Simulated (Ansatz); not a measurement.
The input, for Ansatz 0.2.0:

```yaml
crystal:
  periodic: [false, false, false]
  atoms:
    - {symbol: B, position_ang: [0.000000, 0.000000, 1.199314]}
    - {symbol: P, position_ang: [0.000000, 0.000000, -0.536099]}
    - {symbol: H, position_ang: [0.000000, 1.039861, 1.805269]}
    - {symbol: H, position_ang: [0.000000, -1.039862, 1.805269]}
basis:
  gaussian: {orbitals: cc-pVTZ}
correlation: {method: sc_nevpt2, electrons: outside_noble_gas, active_space: {window: {electrons: 10, orbitals: 10}, shells: [{species: B, l: s, shell: 2}, {species: B, l: p, shell: 2}, {species: H, l: s, shell: 1}, {species: P, l: s, shell: 3}, {species: P, l: p, shell: 3}]}}
```

```sh
$ ansatz run in.yaml --threads 2 --pin off --events-out ev --progress --plain --max-ram 24576MiB --backend cuda --devices 0, --max-vram 18GiB
```

The program prints:

```
1109 factors; integrals over basis functions are off by at most 2.1e-7 eV
mean field evaluation 1: about -9972.2744 eV, gradient 1.6e1 eV
mean field evaluation 2: about -9972.2806 eV, gradient 1.6e1 eV
mean field evaluation 4: about -9973.5328 eV, gradient 2.4e0 eV
mean field evaluation 8: about -9973.5986 eV, gradient 9.2e-4 eV
mean field -9973.59862086 eV, -366.5229889685 hartree, gradient 3.5e-6 eV, S^2 0.000000; 0 other end points of the search recorded, 0 dependent functions left out; unrestricted orbitals would lower it
reference -9973.59862086 eV, -366.5229889685 hartree; 11, 11 occupied and 81, 81 virtual orbitals, 1109 factors
state -9976.05624661 eV, -366.6133050490 hartree
state -9976.05624661 eV, -366.6133050490 hartree; corrected -9979.96379801 eV, -366.7569049145 hartree
Total energy: -9979.96379801 eV, -366.7569049145 hartree
Checks for a lower state left out: starts, orbital_swaps
```

Natural occupations: 1.9866 1.9786 1.9723 1.9584 1.9287 0.0638 0.0445 0.0260 0.0214 0.0197.

Ran on 2 threads of AMD EPYC 7R13 with a shared H100 80 GB, shared host: 6.5 s wall, 0.81 GiB peak host memory.
